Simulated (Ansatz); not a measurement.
# BH3O (SMILES BO): CAM-B3LYP-D4/UGBS (sfX2C)

Aim: the energy difference between two shapes of BH3O at CAM-B3LYP-D4/UGBS (sfX2C), from 2 runs. 

The calculation is run with Ansatz 0.2.0.

2 further runs of the same task are left out: 1 that didn't finish, 1 set aside as unsound or not needed.

### Step 1. The system as given

BH3O: 5 atoms, total charge 0, spin state singlet. SMILES: `BO`. The shape is that of a PBE0-D4/def2-TZVP optimisation.

Bond lengths: B1–O2 1.348 Å, B1–H3 1.196 Å, B1–H4 1.202 Å, O2–H5 0.961 Å. Angles: B1–O2–H5 113.5°, O2–B1–H3 116.8°, O2–B1–H4 120.7°, H3–B1–H4 122.5°.

### Step 2. Energy and gradient at CAM-B3LYP-D4/UGBS (sfX2C)

Input file job.yaml:

```yaml
crystal:
  periodic: [false, false, false]
  atoms:
    - {symbol: B, position_ang: [-0.226600, -0.352800, 0.074700]}
    - {symbol: O, position_ang: [0.413500, 0.801800, 0.345900]}
    - {symbol: H, position_ang: [-0.820300, -0.865500, 0.977800]}
    - {symbol: H, position_ang: [-0.190600, -0.828900, -1.028100]}
    - {symbol: H, position_ang: [0.874000, 1.171800, -0.411700]}
basis:
  gaussian:
    orbitals: UGBS.json
hamiltonian:
  xc: {name: CAM-B3LYP}
  dispersion: d4
  pseudopotentials:
    relativity: scalar
output:
  forces: true
  orbitals: {seedname: orbitals}
```

The basis set UGBS is read from a file made from the Basis Set Exchange's data (not shown).

On the command line:

```
$ ansatz run job.yaml --threads 1 --pin off --max-ram 2610MiB --events-out events.jsonl --progress --plain --runs-dir runs
```

What it wrote:

```text
Warning: RAYON_NUM_THREADS=1 ignored (pool sized by the plan → 1); use --threads N
Functional definition: CAM-B3LYP
  name "CAM-B3LYP"
  parameter alpha = 0.19
  parameter beta = 0.46
  parameter omega = 0.33/bohr
  parameter ac = 0.81
  exchange = (1 - alpha - beta)*b88_x + beta*b88_x_sr(omega) + alpha*exact_x + beta*exact_x_lr(omega)
  correlation = (1 - ac)*vwn5_c + ac*lyp_c
845 factors; their error is unknown
260 factors; integrals over basis functions are off by at most 6.0e-6 eV
mean field evaluation 1: about -2770.0806 eV, gradient 4.9e1 eV
mean field evaluation 2: about -2766.3737 eV, gradient 6.8e1 eV
mean field evaluation 4: about -2773.8505 eV, gradient 8.6e-1 eV
mean field evaluation 8: about -2773.8483 eV, gradient 1.4e-2 eV
mean field -2773.84834072 eV, -101.9370463394 hartree, gradient 1.6e-5 eV, S^2 0.000000; 0 other end points of the search recorded, 0 dependent functions left out
the calculation of the forces begins
reference -2773.84845341 eV, -101.9370504806 hartree; 8, 8 occupied and 193, 193 virtual orbitals, 845 factors
Total energy: -2773.87431957 eV, -101.9380010447 hartree
Relativity: scalar
Atom 0 at    -0.226600    -0.352800     0.074700 Å, force    -0.558336    -0.743234     0.314190 eV/Å
Atom 1 at     0.413500     0.801800     0.345900 Å, force    -0.027025    -0.074135    -0.065923 eV/Å
Atom 2 at    -0.820300    -0.865500     0.977800 Å, force     0.119881     0.087935    -0.216036 eV/Å
Atom 3 at    -0.190600    -0.828900    -1.028100 Å, force     0.015377     0.109821     0.174284 eV/Å
Atom 4 at     0.874000     1.171800    -0.411700 Å, force     0.450103     0.619614    -0.206515 eV/Å
Dipole moment:     0.143548     0.050299    -0.370807 e Å
```

Wall time 13 s (1 thread of AMD EPYC 7R43 (Zen 3), shared host); peak memory 0.37 GiB.

### Step 3. The distorted shape at the same level

Input file job.yaml:

```yaml
crystal:
  periodic: [false, false, false]
  atoms:
    - {symbol: B, position_ang: [-0.254289, -0.331055, -0.018029]}
    - {symbol: O, position_ang: [0.385956, 0.827377, 0.358845]}
    - {symbol: H, position_ang: [-0.829035, -0.863828, 1.009625]}
    - {symbol: H, position_ang: [-0.181667, -0.826314, -0.988279]}
    - {symbol: H, position_ang: [0.848034, 1.219468, -0.409530]}
basis:
  gaussian:
    orbitals: UGBS.json
hamiltonian:
  xc: {name: CAM-B3LYP}
  dispersion: d4
  pseudopotentials:
    relativity: scalar
output:
  forces: true
  orbitals: {seedname: orbitals}
```

The basis set UGBS is read from a file made from the Basis Set Exchange's data (not shown).

On the command line:

```
$ ansatz run job.yaml --threads 1 --pin off --max-ram 2610MiB --events-out events.jsonl --progress --plain --runs-dir runs
```

What it wrote (excerpt; [...] marks lines left out):

```text
Warning: RAYON_NUM_THREADS=1 ignored (pool sized by the plan → 1); use --threads N
Functional definition: CAM-B3LYP
  name "CAM-B3LYP"
[...]
845 factors; their error is unknown
260 factors; integrals over basis functions are off by at most 6.3e-6 eV
[...]
mean field -2773.50767729 eV, -101.9245271896 hartree, gradient 7.2e-6 eV, S^2 0.000000; 0 other end points of the search recorded, 0 dependent functions left out
[...]
reference -2773.50779103 eV, -101.9245313692 hartree; 8, 8 occupied and 193, 193 virtual orbitals, 845 factors
Total energy: -2773.53378690 eV, -101.9254866999 hartree
Relativity: scalar
Atom 0 at    -0.254289    -0.331055    -0.018029 Å, force    -0.777967     0.394779     5.704781 eV/Å
Atom 1 at     0.385956     0.827377     0.358845 Å, force    -0.193889    -0.570919    -1.629072 eV/Å
Atom 2 at    -0.829035    -0.863828     1.009625 Å, force     0.572110     0.612344    -1.757403 eV/Å
Atom 3 at    -0.181667    -0.826314    -0.988279 Å, force     0.160243    -0.933173    -2.771761 eV/Å
Atom 4 at     0.848034     1.219468    -0.409530 Å, force     0.239503     0.496969     0.453455 eV/Å
Dipole moment:     0.140841     0.055706    -0.459550 e Å
```

Run time: 11 s. Hardware: 1 thread of AMD EPYC 7R43 (Zen 3), shared host; peak memory 0.37 GiB.

### Step 4. Summary of results

At CAM-B3LYP-D4/UGBS (sfX2C):

```
                                 quantity          value
                first shape: total energy  -101.93800 Eh
               first shape: dipole moment         1.93 D
                 first shape: HOMO energy      -10.41 eV
                 first shape: LUMO energy        0.27 eV
               first shape: HOMO–LUMO gap       10.67 eV
           first shape: dispersion energy   -2.50 kJ/mol
    first shape: largest force on an atom     0.981 eV/Å
            distorted shape: total energy  -101.92549 Eh
           distorted shape: dipole moment         2.32 D
             distorted shape: HOMO energy      -10.46 eV
             distorted shape: LUMO energy        0.17 eV
           distorted shape: HOMO–LUMO gap       10.63 eV
       distorted shape: dispersion energy   -2.51 kJ/mol
distorted shape: largest force on an atom     5.771 eV/Å
   energy change with the atoms displaced       0.341 eV
```

In words: With the atoms displaced the energy rises by 0.34 eV (7.9 kcal/mol). The first shape isn't relaxed at this level, so the change isn't measured from a minimum. The largest force (first shape) is 0.98 eV/Å: the shape isn't a stationary point for this species at this level.
